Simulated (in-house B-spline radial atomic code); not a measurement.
# RPA and G0W0 on PBE: neutral argon

Configuration [Ne] 3s2 3p6, mean-field start PBE. Computed with an all-electron radial atomic-structure program (B-spline basis): all electrons, non-relativistic, point nucleus, each spin shell either full or empty, empty states to l = 9 with an (l + 1/2)⁻⁴ tail; G0W0 by contour deformation at full frequency.

Command:
```bash
python run_gw.py task.json out
```
Settings (radii: box in bohr, nucleus in fm):
```
Z                        18
electrons                18
configuration            [Ne] 3s2 3p6
hamiltonian              nr
method                   pbe,pbe
lmax                     9
spin_polarised           False
box_radius               40
intervals                53
```

Run time, properties included: 0.7 s on 1 thread of Intel(R) Xeon(R) 6975P-C, with other jobs on the host.

Energies (hartree):

| term | value |
| --- | --- |
| mean-field total | -527.34612 |
| Hartree-Fock functional on these orbitals | -526.80627 |
| direct second order | -1.3142 |
| second-order exchange | 0.44375 |
| SOSEX correction | 0.3945 |

Problem. What is the RPA correlation energy, and what remains with SOSEX?

Solution. RPA gives -1.1094 hartree (-1.68 eV per electron); RPA + SOSEX gives -0.71489, and the second-order doubles -0.87049 hartree (no singles). RPA lacks exchange-type terms and so overcorrelates at short range.

Quasi-particle levels (eV):

| level | occupied | mean field | Σx - vxc | Σc | QP weight | G0W0 |
| --- | --- | --- | --- | --- | --- | --- |
| 3p | yes | -10.286 | -5.74 | ? | ? | ? |

G0W0 = mean field + (Σx - vxc) + Σc, with Σc (partial-wave tail included) taken at the quasi-particle energy. Only the outer levels were computed. Levels of low weight are left out.

Problem. Where does G0W0 put 3p?

Solution. At -15.412 eV, with Σc = 0.61 eV and a quasi-particle weight of 0.836. The tabulated removal energy is 15.760 eV (NIST, measured); the calculation leaves out relativity, Breit and QED terms, and what these don't explain is the method's own error.
